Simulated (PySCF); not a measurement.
C2H6S. Atoms are numbered in the order given.

```xyz
9

C     -1.4424     0.7545    -0.3609
C     -0.4922    -0.4271    -0.4898
S      1.0222    -0.2517     0.4912
H     -2.3551     0.5787    -0.9380
H     -0.9769     1.6698    -0.7352
H     -1.7153     0.9187     0.6833
H     -0.9577    -1.3403    -0.1117
H     -0.2253    -0.6107    -1.5319
H      1.4828     0.8466    -0.1214
```

Geometry: ωB97X-D3(BJ)/def2-TZVP. Other conformers were not sampled.

Calculation: PBE/pcSseg-1 (PySCF).

GIAO shieldings, no solvent; atoms listed in one row are averaged. δ = σ(ref) − σ: ¹³C against TMS (σ = 182.0 ppm); ³³S against H2S (σ = 706.5 ppm); ¹H against TMS (σ = 31.49 ppm), references at their B3LYP-D3(BJ)/def2-TZVP geometries, non-relativistic.

```tsv
nucleus	atoms	count	δ (ppm)
¹³C	C2	1	27.7
¹³C	C1	1	24.6
³³S	S3	1	159.7
¹H	H8	1	2.81
¹H	H7	1	2.00
¹H	H9	1	1.29
¹H	H4, H5, H6	3	1.27
```
